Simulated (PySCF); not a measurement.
Compound: B(H2O)H3.
SMILES: `[H]B([H])([H])<-O`

The closed-shell ground state was solved at several levels (PySCF, density fitting, gas phase, non-relativistic). Geometry: PBE0-D3(BJ)/def2-SVP; no solvent, vibrations or thermal averaging.

```json
{"level": "KT2/pcSseg-1", "basis functions": "59", "total energy (Eh)": "-104.5847", "HOMO (eV)": "-6.72", "LUMO (eV)": "-1.24", "gap (eV)": "5.48", "dipole (D)": "4.61"}
{"level": "wB97X-D/def2-SVPD", "basis functions": "83", "total energy (Eh)": "-102.9560", "HOMO (eV)": "-10.06", "LUMO (eV)": "1.04", "gap (eV)": "11.10", "dipole (D)": "4.49"}
{"level": "PBE0/pcSseg-1", "basis functions": "59", "total energy (Eh)": "-102.9155", "HOMO (eV)": "-8.09", "LUMO (eV)": "-0.24", "gap (eV)": "7.85", "dipole (D)": "4.71"}
```

Task: Estimate the row for B3LYP/pcJ-1, a basis of 104 functions; the other rows only guide the guess.

Result: Total energy -103.0706 Eh, HOMO -7.91 eV, LUMO -0.63 eV, gap 7.28 eV, dipole 4.74 D.

Task: Over all these levels, which gives the widest orbital gap and which the narrowest?

Result: wB97X-D/def2-SVPD (range-separated hybrid) has the widest, 11.10 eV, and KT2/pcSseg-1 (GGA) the narrowest, 5.48 eV. Functional and basis both differ between the two, so the spread mixes both effects.

Task: How far do the dipole and the HOMO energy spread over the levels?

Result: The dipole runs from 4.49 to 4.74 D (mean 4.64 D) and the HOMO from -10.06 to -6.72 eV.

Note: wB97X-D ran without an empirical dispersion term, which enters the total energy and its gradient alone.
